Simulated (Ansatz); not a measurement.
Input file:

```yaml
crystal:
  periodic: [false, false, false]
  atoms:
    - {symbol: C, position_ang: [0.000000, 0.000000, 1.931400]}
    - {symbol: Al, position_ang: [0.000000, 0.000000, 0.000000]}
    - {symbol: C, position_ang: [0.000000, 0.000000, -1.931400]}
basis:
  gaussian: {orbitals: cc-pVDZ}
magnetization: {spin_polarized: false, initial_magnetization: 1}
correlation: {method: mp2, electrons: outside_noble_gas}
scf: {lower_state_search: full}
output: {forces: true}
```

```sh
$ ansatz run in.yaml --threads 1 --pin off --events-out ev --progress --plain --max-ram 2393MiB
```

Log:

```
448 factors; integrals over basis functions are off by at most 5.6e-4 eV
mean field evaluation 1: about -8629.0819 eV, gradient 1.1e1 eV
mean field evaluation 2: about -8629.0835 eV, gradient 1.1e1 eV
mean field evaluation 4: about -8630.5585 eV, gradient 2.8e0 eV
mean field evaluation 8: about -8630.6852 eV, gradient 3.1e-2 eV
mean field evaluation 16: about -8630.6852 eV, gradient 1.9e-5 eV
mean field evaluation 32: about -8630.6852 eV, gradient 2.6e-5 eV
mean field evaluation 64: about -8631.4990 eV, gradient 7.5e-3 eV
mean field evaluation 96: about -8631.4982 eV, gradient 1.8e-1 eV
mean field evaluation 128: about -8630.5443 eV, gradient 5.3e-1 eV
mean field evaluation 160: about -8630.8340 eV, gradient 7.1e0 eV
mean field evaluation 192: about -8630.4854 eV, gradient 3.8e-1 eV
mean field evaluation 224: about -8630.6852 eV, gradient 3.1e-2 eV
mean field evaluation 256: about -8625.3640 eV, gradient 3.0e-3 eV
mean field evaluation 288: about -8625.3640 eV, gradient 3.1e-3 eV
mean field evaluation 320: about -8632.3552 eV, gradient 4.0e-6 eV
mean field evaluation 352: about -8630.8920 eV, gradient 1.7e1 eV
mean field -8632.35522061 eV, -317.2332031369 hartree, gradient 1.9e-6 eV, S^2 0.750000; 27 other end points of the search recorded, 0 dependent functions left out
mean field evaluation 384: about -8634.6446 eV, gradient 2.5e0 eV
unrestricted determinant -8635.70117406 eV, -317.3561646581 hartree, S^2 2.8569
7 core orbitals not correlated: weight in the atoms' cores, before any rotation towards them, 1.000 or more for the frozen orbitals, at most 0.000 for the correlated occupied ones
reference -8632.35522061 eV, -317.2332031369 hartree; 6, 5 occupied and 33, 34 virtual orbitals, 448 factors
second order -6.36512884 eV of doubles, -0.05625536 eV of singles
the calculation of the forces begins
WARN: the results are in doubt because the forces break the atoms' symmetry
Total energy: -8638.77660481 eV, -317.4691846536 hartree
Atom 0 at     0.000000     0.000000     1.931400 Å, force    -0.000000     0.000000     0.866220 eV/Å
Atom 1 at     0.000000     0.000000     0.000000 Å, force     0.000000    -0.000000     0.172888 eV/Å
Atom 2 at     0.000000     0.000000    -1.931400 Å, force     0.000000    -0.000000    -1.039107 eV/Å
Dipole moment:     0.000000    -0.000000     0.015726 e Å
In doubt: the forces break the atoms' symmetry
```

Ran on 1 thread of Arm Neoverse V2, shared host: 3.1 s wall, 0.08 GiB peak host memory.
